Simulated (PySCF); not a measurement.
# Electron affinity of B by level of theory

B⁻ [He] 2s2 2p2 (3P) → B [He] 2s2 2p1 (2P), as a difference of total energies. Calculation: PySCF 2.14, in x2c-TZVPPall with one added diffuse shell each of s, p, d type (6s4p3d1f, 40 functions); the spin-free X2C one-electron Hamiltonian (Gaussian nucleus). Correlated levels: valence: 1s2 frozen. The calculations carry no spin-orbit coupling.

```tsv
method	electron affinity (eV)
UHF	-0.308
MP2 (valence)	0.186
SCS-MP2 (valence)	0.042
CCSD (valence)	0.150
CCSD(T) (valence)	0.208
CCSDT (valence)	0.223
```

Errors of the correlated levels include the incompleteness of this basis and the frozen core.

A negative affinity means that the anion lies above the atom at that level of theory.

For comparison: 0.280 eV (measured; photodetachment measurements, as compiled on the Wikipedia data page of electron affinities).
